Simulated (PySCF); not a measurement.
Species: C5H3S (doublet state).
Geometry (GFN2-xTB, Å), atoms numbered from 1 in this order:
```xyz
9
C5H3S angstrom
S     -2.2707    1.0241   -0.5452
C     -0.8627    0.3560   -0.0489
C     -0.7384   -1.1182    0.1404
C      0.5677   -1.2723    0.0805
C      1.3494   -0.0807    0.1490
C      0.4582    0.9315   -0.0325
H     -1.5607   -1.7978    0.0975
H      2.4148   -0.0208    0.2494
H      0.6559    1.9841   -0.1154
```

As a line formula: `C1(=S)C=[C]C=C1` [radical].

Computed with UKS B3LYP, pcH-1 on C H S, non-relativistic, mean-field spin-orbit, GIAO in PySCF. Isolated species at its GFN2-xTB geometry, gas phase. The geometry wasn't refined by DFT: couplings that depend on bond lengths, twists or pyramidal angles can differ widely from those at the functional's own minimum. Stability of the SCF solution: not tested. ⟨S²⟩ is 0.795 where a pure state has 0.75.

Principal values of hyperfine tensors in MHz (contact, dipolar and spin–orbit terms together), for some of the nuclei:

| atom | isotope | A1 | A2 | A3 |
| --- | --- | --- | --- | --- |
| C2 | 13C | 74.48 | 77.20 | 95.40 |
| H7 | 1H | 30.83 | 32.75 | 47.72 |
| C6 | 13C | 25.58 | 33.20 | 40.11 |
| C5 | 13C | 15.47 | 28.42 | 48.27 |
| H8 | 1H | 12.68 | 14.40 | 30.82 |
| H9 | 1H | 5.83 | 6.81 | 16.85 |
| C3 | 13C | -21.84 | 6.38 | 27.41 |
| S1 | 33S | -34.51 | -2.02 | 35.63 |

(1) Split each tensor into its isotropic and traceless parts, and turn a_iso into mT with g = 2.0023.

(2) What spin density at the nucleus of C5 lies behind its contact coupling (g_N = 1.40482)?

(3) C4 (13C, g_N = 1.40482) isn't in the table. Its spin density at the nucleus is 0.3276 bohr⁻³. What is its contact coupling?

(4) Name the largest traceless tensor T of the table and describe it.

(5) What first-order splitting does H7 cause when the field lies along A1, A2 or A3 of its tensor (g taken as isotropic, no quadrupole term)?

Results:

(1) a_iso = (A1 + A2 + A3)/3, Ti = Ai − a_iso; 1 mT corresponds to 28.025 MHz. The tensors hold a spin–orbit part: the run splits a_iso into a_FC + a_SO, and T includes its anisotropic share.

| atom | a_iso (MHz) | a_FC | a_SO | a_iso (mT) | T1 | T2 | T3 |
| --- | --- | --- | --- | --- | --- | --- | --- |
| C2 | 82.36 | 82.58 | -0.22 | 2.939 | -7.88 | -5.16 | 13.04 |
| H7 | 37.10 | 37.06 | 0.04 | 1.324 | -6.27 | -4.35 | 10.62 |
| C6 | 32.96 | 33.07 | -0.11 | 1.176 | -7.38 | 0.24 | 7.14 |
| C5 | 30.72 | 30.89 | -0.17 | 1.096 | -15.25 | -2.30 | 17.55 |
| H8 | 19.30 | 19.31 | -0.02 | 0.689 | -6.62 | -4.90 | 11.52 |
| H9 | 9.83 | 9.84 | -0.01 | 0.351 | -4.00 | -3.02 | 7.02 |
| C3 | 3.98 | 3.90 | 0.08 | 0.142 | -25.82 | 2.40 | 23.42 |
| S1 | -0.30 | 0.00 | -0.31 | -0.011 | -34.21 | -1.72 | 35.94 |

(2) a_FC = 800.24 MHz bohr³ × g_N × ρ(0)/(2S). With a_FC = 30.89 MHz and 2S = 1, ρ(0) = 0.02748 bohr⁻³.

(3) By the same relation, a_FC = 368.3 MHz. The spin–orbit term adds +0.34 MHz. Its full tensor has the principal values 288.63, 315.61, 501.59 MHz.

(4) S1: -34.2, -1.7, 35.9 MHz (the dipolar term alone has -34.4, -1.2, 35.6), rhombic: the two smaller values differ by 90 % of the largest.

(5) 2 lines (I = 1/2), spaced by |A_i|/(g × 13.996): 1.10, 1.17, 1.70 mT along the axes of A1, A2 and A3.
